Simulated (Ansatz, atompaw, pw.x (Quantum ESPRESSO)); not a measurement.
## What a changed setting does to a pw.x run (fcc W)

Potential: PAW, atompaw 4.2.0.5, PBEsol; core [Kr] 4d10 4f14, reference 5s2 5p6 5d4 6s1 6p1; waves: 5s (bound): rc 1.40 bohr; 6s (bound): rc 2.30 bohr; 5p (bound): rc 1.60 bohr; 6p (bound): rc 2.30 bohr; 5d (bound): rc 2.30 bohr; 5d channel at 1.3 Ry: rc 2.30 bohr; local part: bessel scheme, radius 1.85 bohr; core correction: smooth core density matched at 1.40 bohr; augmentation: sinc compensation charge, radius 2.20 bohr; PAW radius 2.30 bohr; waves and projectors: custom polynom vanderbiltortho.

The reference run (k-mesh 14³, cutoffs 60/600 Ry, Fermi–Dirac 0.01 Ry, mixing_beta 0.4, conv_thr 1e-9, no spin) gives -0.44 GPa at 15.995 Å³/atom, where all-electron LAPW gives 0.14 GPa. This run, with its own iteration cap, changes degauss to 0.002.

```
&control
  calculation='scf', prefix='x', pseudo_dir='./', outdir='./tmp', tstress=.true., disk_io='none'
/
&system
  ibrav=0, nat=1, ntyp=1, ecutwfc=60, ecutrho=600, nbnd=15,
  occupations='smearing', smearing='fd', degauss=0.002
/
&electrons
  conv_thr=1e-09, mixing_beta=0.4, electron_maxstep=50
/
ATOMIC_SPECIES
W 1.0 W.UPF
CELL_PARAMETERS angstrom
  0.00000000 1.99979164 1.99979164
  1.99979164 0.00000000 1.99979164
  1.99979164 1.99979164 0.00000000
ATOMIC_POSITIONS crystal
W 0.0000 0.0000 0.0000
K_POINTS automatic
14 14 14 0 0 0
```

```bash
pw.x < W.scf.in > W.scf.out
```

Q: How does the run end?

A: It converges in 7 iterations; the free energy moves by +34.4 meV/atom and the pressure by -0.42 GPa. In a metal, with Fermi–Dirac smearing, F lies below its zero-width value by a term in the square of the width.

```
Message from routine setup:
     using ibrav=0 with symmetry is DISCOURAGED, use correct ibrav instead
     lattice parameter (alat)  =       5.3444  a.u.
     unit-cell volume          =     107.9396 (a.u.)^3
     number of electrons       =        14.00
     number of Kohn-Sham states=           15
     kinetic-energy cutoff     =      60.0000  Ry
     charge density cutoff     =     600.0000  Ry
     scf convergence threshold =      1.0E-09
     Exchange-correlation= SLA PW PSX PSC
     number of k points=   104  Fermi-Dirac smearing, width (Ry)=  0.0020
     iteration #  1     ecut=    60.00 Ry     beta= 0.40
     total energy              =    -750.77974580 Ry
     estimated scf accuracy    <       0.08043468 Ry
     iteration #  2     ecut=    60.00 Ry     beta= 0.40
     total energy              =    -750.78055377 Ry
     estimated scf accuracy    <       0.01064952 Ry
     iteration #  3     ecut=    60.00 Ry     beta= 0.40
     total energy              =    -750.78190812 Ry
     estimated scf accuracy    <       0.00028083 Ry
     iteration #  4     ecut=    60.00 Ry     beta= 0.40
     total energy              =    -750.78196195 Ry
     estimated scf accuracy    <       0.00000967 Ry
     iteration #  5     ecut=    60.00 Ry     beta= 0.40
     total energy              =    -750.78196352 Ry
     estimated scf accuracy    <       0.00000128 Ry
     iteration #  6     ecut=    60.00 Ry     beta= 0.40
     total energy              =    -750.78196366 Ry
     estimated scf accuracy    <          6.1E-09 Ry
     iteration #  7     ecut=    60.00 Ry     beta= 0.40
     the Fermi energy is    20.9482 ev
!    total energy              =    -750.78196366 Ry
     estimated scf accuracy    <          5.5E-10 Ry
     smearing contrib. (-TS)   =      -0.00021591 Ry
     The total energy is F=E-TS. E is the sum of the following terms:
     one-electron contribution =     -10.74665432 Ry
     hartree contribution      =      19.51712866 Ry
     xc contribution           =     -21.38915146 Ry
     ewald contribution        =    -118.89640834 Ry
     one-center paw contrib.   =    -619.26666229 Ry
     convergence has been achieved in   7 iterations
          total   stress  (Ry/bohr**3)                   (kbar)     P=       -8.64
     Message from routine punch:
     Nothing written, as per user request (disk_io='none')
```

The run took about 22 s on one core of a shared host (Intel(R) Xeon(R) Platinum 8488C, 96 threads, 744 GiB, load 51).
